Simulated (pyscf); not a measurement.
A first-order saddle from PySCF, ωB97X-D3(BJ)/def2-SVP:

```xyz
6

Cl     0.1162     0.6921     0.3570
C     -1.7266    -0.1959    -0.5626
Cl    -1.6808    -1.5431    -1.5519
H     -0.7847     1.6429    -0.4933
H     -2.4266    -0.2665     0.2830
Cl    -2.0703     1.8762    -1.3498
```
Charge 0, spin multiplicity 2.

Surface: doublet, charge 0. Lowest wavenumbers (cm⁻¹): 1477i, 130, 141, 330, 376.

**Question.** Which two sides does it connect, and which bonds change?

**Answer.** hydrogen chloride (HCl) + Cl–CH•–Cl ⇌ Cl–CH•–Cl + hydrogen chloride (HCl), a concerted two-bond exchange read from left to right: Cl–H, C–Cl broken and C–Cl, Cl–H formed. At CCSD(T)/def2-TZVPP + ΔMP2(QZVPP) it lies +222.2 kJ/mol from the left side and +222.2 kJ/mol from the right (each side as separated species at their lowest minima found). The same reactants have a lower exit, to Cl–CH₂–Cl + Cl• (barrier +26.9 kJ/mol at ωB97M-D3(BJ), against +219.9 kJ/mol here). This is the saddle that the search found; another between the same sides may lie lower. The CCSD(T) − MP2 part came from Ansatz, without density fitting, on the same reference.
